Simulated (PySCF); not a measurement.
methoxyethane (C3H8O), SMILES CCOC.

Coordinates come from a B3LYP-D3(BJ)/def2-SVP optimisation. Other conformers were not sampled.

Method: B3LYP-D3(BJ)/def2-SVP in PySCF.

No scaling factor is applied to the harmonic values.

Q: List the normal modes with their intensities. (An estimate is asked for; the answer gives what the named calculation found.)

A: 
| mode | ν (cm⁻¹) | IR (km/mol) | Raman (Å⁴/amu) | depolarisation | moving atoms (share of kinetic energy) |
|---|---|---|---|---|---|
| 1 | 100 | 2.0 | 0.3 | 0.73 | H 63 %, C 27 %, O 9 % |
| 2 | 204 | 2.1 | 0.1 | 0.67 | H 84 %, C 9 % |
| 3 | 253 | 1.0 | 0.1 | 0.13 | H 78 %, C 19 % |
| 4 | 381 | 4.7 | 0.8 | 0.13 | H 39 %, C 37 %, O 24 % |
| 5 | 465 | 5.4 | 0.5 | 0.59 | H 38 %, O 31 %, C 31 % |
| 6 | 804 | 2.1 | 0.3 | 0.59 | H 90 %, C 10 % |
| 7 | 862 | 9.9 | 7.2 | 0.34 | C 42 %, H 38 %, O 19 % |
| 8 | 1011 | 21.8 | 7.5 | 0.75 | C 57 %, H 30 %, O 13 % |
| 9 | 1090 | 12.7 | 4.9 | 0.28 | C 53 %, H 43 % |
| 10 | 1140 | 27.2 | 3.2 | 0.75 | H 59 %, C 36 % |
| 11 | 1176 | 5.5 | 3.1 | 0.70 | H 74 %, C 19 % |
| 12 | 1212 | 110.5 | 0.7 | 0.75 | C 42 %, H 29 %, O 29 % |
| 13 | 1235 | 48.4 | 0.4 | 0.52 | H 50 %, C 29 %, O 21 % |
| 14 | 1330 | 15.5 | 10.4 | 0.75 | H 87 % |
| 15 | 1378 | 0.7 | 1.8 | 0.73 | H 81 %, C 18 % |
| 16 | 1410 | 33.5 | 4.2 | 0.75 | H 76 %, C 23 % |
| 17 | 1455 | 5.7 | 10.8 | 0.75 | H 96 % |
| 18 | 1457 | 4.1 | 24.2 | 0.75 | H 93 % |
| 19 | 1467 | 0.2 | 28.7 | 0.75 | H 95 % |
| 20 | 1473 | 1.3 | 8.2 | 0.74 | H 93 % |
| 21 | 1482 | 5.1 | 8.8 | 0.74 | H 96 % |
| 22 | 1498 | 5.7 | 5.6 | 0.72 | H 89 %, C 11 % |
| 23 | 2956 | 50.5 | 12.1 | 0.30 | H 95 % |
| 24 | 2965 | 83.0 | 198.9 | 0.10 | H 95 % |
| 25 | 3017 | 50.8 | 55.0 | 0.74 | H 91 %, C 9 % |
| 26 | 3033 | 24.4 | 139.9 | 0.01 | H 97 % |
| 27 | 3076 | 21.6 | 134.1 | 0.46 | H 91 %, C 9 % |
| 28 | 3115 | 47.9 | 7.2 | 0.32 | H 91 %, C 9 % |
| 29 | 3116 | 10.1 | 167.7 | 0.58 | H 91 %, C 9 % |
| 30 | 3122 | 29.6 | 41.3 | 0.70 | H 90 %, C 10 % |
